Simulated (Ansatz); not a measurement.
C6H12 can be A, `C/C=C\C(C)C`, or B, `CCC=C(C)C`.

Program: Ansatz. Geometries: PBE0-D4/def2-TZVP. ΔE: electronic, gas phase. CBS: MP2 limit from def2 TZ/QZ plus the TZ coupled-cluster correction, frozen cores. Functionals use def2-TZVPP. B3LYP here is the variant with VWN-RPA as its local correlation; programs differ in this. Each species was taken in one conformer, which may not be the lowest.

A:

Z-matrix (Å, degrees):
```
C
C 1 1.491
H 1 1.090 2 112.9
H 1 1.095 2 110.7 3 -121.1
H 1 1.095 2 110.7 3 121.1
C 2 1.330 1 127.7 3 0.2
H 2 1.088 1 115.1 3 -179.8
C 6 1.497 2 128.2 1 0.0
H 6 1.090 2 117.5 1 -180.0
C 8 1.526 6 110.3 2 -118.6
C 8 1.526 6 110.3 2 118.8
H 8 1.094 6 109.3 2 0.1
H 10 1.093 8 111.0 6 -179.4
H 10 1.094 8 110.6 6 -59.9
H 10 1.092 8 111.3 6 59.8
H 11 1.094 8 110.6 6 59.9
H 11 1.093 8 111.0 6 179.5
H 11 1.092 8 111.2 6 -59.8
```

B:

Z-matrix (Å, degrees):
```
C
C 1 1.526
H 1 1.093 2 111.3
H 1 1.093 2 110.8 3 -120.5
H 1 1.093 2 111.0 3 120.1
C 2 1.493 1 112.2 3 -176.9
H 2 1.097 1 108.8 3 -56.5
H 2 1.092 1 109.6 3 59.1
C 6 1.333 2 128.5 1 -116.5
H 6 1.090 2 114.6 1 62.3
C 9 1.497 6 120.8 2 179.4
C 9 1.496 6 124.8 2 -0.8
H 11 1.096 9 111.0 6 121.0
H 11 1.091 9 111.8 6 0.0
H 11 1.096 9 111.0 6 -120.9
H 12 1.096 9 110.5 6 -119.3
H 12 1.089 9 113.4 6 2.1
H 12 1.095 9 110.4 6 123.3
```

Problem. Which is lower in electronic energy at CCSD(T)/CBS, and by how much? (Estimate.)

Solution. Ansatz gave: B, by 6.5 kJ/mol.

Problem. Give E(B) − E(A) in kJ/mol with r2SCAN-D4, PBE-D4, B3LYP-D4, ωB97M-V, PBE0-D4, B3LYP, LDA (SPW92). (Best estimate.)

Solution. Computed: r2SCAN-D4 -9.8, PBE-D4 -10.5, B3LYP-D4 -9.1, ωB97M-V -7.6, PBE0-D4 -10.0, B3LYP -10.1, LDA (SPW92) -12.1. None reverses the order clearly.

Largest T1 diagnostic: 0.009.

Leaving LDA and LC-ωPBE aside and taking each functional with its dispersion term where it has one, the values spread over 3.0 kJ/mol, from PBE-D4 to ωB97M-V.
